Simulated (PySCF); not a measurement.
**AlH3: fields on a plane**

Method: PBE0 in PySCF with Al def2-TZVP, H def2-TZVP; no relativity; density-fitted integrals.

The singlet minimum has Al–H 1.586 Å (×3); H–Al–H 120.0° (×3).

The plane holds Al1 at (0.00, 0.00), H2 at (1.59, 0.00), H3 at (-0.79, 1.37), H4 at (-0.79, -1.37) Å. Columns run from x = -2.85 to 3.75 Å, rows from y = 3.75 (top) to -3.45 Å, in steps of 0.3 Å. Other isomers or separated fragments may lie lower.

Q: Give the electron density (e/Å³) (cut at 5 e/Å³). Every second row and column.

A: 
```
0.00 0.00 0.00 0.00 0.00 0.00 0.00 0.00 0.00 0.00 0.00 0.00
0.00 0.00 0.00 0.00 0.00 0.00 0.00 0.00 0.00 0.00 0.00 0.00
0.00 0.00 0.01 0.02 0.02 0.01 0.00 0.00 0.00 0.00 0.00 0.00
0.00 0.01 0.04 0.20 0.20 0.06 0.01 0.00 0.00 0.00 0.00 0.00
0.00 0.01 0.10 1.02 0.95 0.19 0.06 0.03 0.02 0.01 0.00 0.00
0.00 0.01 0.08 0.41 0.58 0.35 0.19 0.23 0.11 0.02 0.00 0.00
0.00 0.01 0.04 0.16 3.18 5.00 0.54 1.23 0.53 0.05 0.01 0.00
0.00 0.01 0.06 0.24 0.80 3.18 0.35 0.57 0.28 0.04 0.00 0.00
0.00 0.01 0.10 0.72 0.83 0.24 0.10 0.09 0.04 0.01 0.00 0.00
0.00 0.01 0.08 0.56 0.55 0.12 0.03 0.01 0.01 0.00 0.00 0.00
0.00 0.00 0.02 0.07 0.07 0.03 0.01 0.00 0.00 0.00 0.00 0.00
0.00 0.00 0.00 0.01 0.01 0.00 0.00 0.00 0.00 0.00 0.00 0.00
0.00 0.00 0.00 0.00 0.00 0.00 0.00 0.00 0.00 0.00 0.00 0.00
```

Q: Give the electrostatic potential (V) (cut at 20 V). Every second row and column.

A: 
```
-0.1 -0.2 -0.2 -0.2 -0.2 -0.2 -0.1 -0.1 -0.1 -0.1 -0.1  0.0
-0.2 -0.3 -0.3 -0.4 -0.4 -0.3 -0.2 -0.1 -0.1 -0.1 -0.1 -0.1
-0.2 -0.4 -0.4 -0.3 -0.4 -0.3 -0.2 -0.1 -0.1 -0.1 -0.1 -0.1
-0.3 -0.4 -0.1  3.0  2.2  0.1  0.2  0.0 -0.2 -0.2 -0.2 -0.1
-0.3 -0.4  0.5 20.0 16.8  3.2  2.0  0.3 -0.3 -0.4 -0.3 -0.2
-0.2 -0.2  0.4  5.1 15.8 20.0  8.9  2.0  0.6 -0.4 -0.4 -0.3
-0.1  0.1  1.3  9.1 20.0 20.0 20.0 20.0 12.1  0.1 -0.4 -0.3
-0.1  0.0  0.9  6.7 20.0 20.0 15.6  7.1  4.0 -0.1 -0.4 -0.3
-0.2 -0.3  0.3 11.0 11.7  8.7  4.5  0.7 -0.2 -0.4 -0.3 -0.2
-0.3 -0.4  0.3 13.3  9.0  1.0  0.7  0.1 -0.2 -0.3 -0.2 -0.2
-0.3 -0.4 -0.3  0.3  0.1 -0.3 -0.1 -0.1 -0.1 -0.2 -0.1 -0.1
-0.2 -0.3 -0.4 -0.4 -0.4 -0.3 -0.2 -0.1 -0.1 -0.1 -0.1 -0.1
-0.1 -0.2 -0.3 -0.3 -0.3 -0.2 -0.1 -0.1 -0.1 -0.1 -0.1 -0.1
```
